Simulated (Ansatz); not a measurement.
Molecule: beryllium hydride, BeH, charge 0, multiplicity 2. 
Geometry from a B3LYP-D3(BJ)/def2-TZVP (Ansatz, a quantum-chemistry and plane-wave program) optimisation:
```
Be
H 1 1.3474
```
Charge 0, spin multiplicity 2.

Problem. Give the harmonic wavenumbers at B3LYP-D3(BJ)/def2-TZVP (Ansatz, finite differences of forces, unscaled).

Solution. 2034 cm⁻¹. Zero-point energy 2.9 kcal/mol.

Problem. From these and the geometry, give the ideal-gas thermochemistry at 298.15 K and 1 atm (rigid rotor, harmonic oscillator).

Solution. Point group C∞v, rotational symmetry number 1. Rotational constants 307, 307 GHz. S(trans) 32.86, S(rot) 7.96, S(vib) 0.00, S(elec, spin only) 1.38, S 42.2 cal/(mol K). H(298) - H(0) 2.07 kcal/mol; G - E(el) -7.6 kcal/mol.
